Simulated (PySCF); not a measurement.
# Orbital picture of SiO

PBE at R = 1.523 Å; basis Si aug-cc-pV(D+d)Z, O aug-cc-pVDZ; no relativity; PySCF 2.14. State: ¹Σ⁺ (singlet), closed shell. Only the outer orbitals are listed, counted within each symmetry.

```csv
orbital,occ.,ε (eV),on Si (%),main shells (%)
5σ,2,-23.58,5,91 O s
6σ,2,-10.82,62,"61 Si s, 29 O p, 9 O s"
2π,2,-8.10,22,"78 O p, 19 Si p"
2π,2,-8.10,22,"78 O p, 19 Si p"
7σ,2,-7.52,54,"41 O p, 28 Si p, 25 Si s"
3π,0,-2.90,89,"82 Si p, 12 O p"
3π,0,-2.90,89,"82 Si p, 12 O p"
8σ,0,-0.43,109,"81 Si p, 18 Si d, 10 Si s"
```

**Question.** Which are the highest filled and the lowest empty level, where do they sit, and how wide is the gap?

**Answer.** Highest filled 7σ at -7.52 eV (in %: 41 O p, 28 Si p, 25 Si s); lowest empty 3π at -2.90 eV (in %: 82 Si p, 12 O p); the gap at PBE is 4.62 eV.

The bond order (Mayer) is 1.85 and the ⟨S²⟩ is 0.000. The charge on Si (Mulliken, basis-dependent) is 0.72, the charge on Si (Löwdin, basis-dependent) is 0.88 and the dipole moment (positive dipole means Si(−)O(+)) is -2.88 D. The polarisability along the bond is 36.2 bohr³. The polarisability across the bond is 27.6 bohr³.

Shares are Mulliken populations and can fall outside 0 to 100 %.
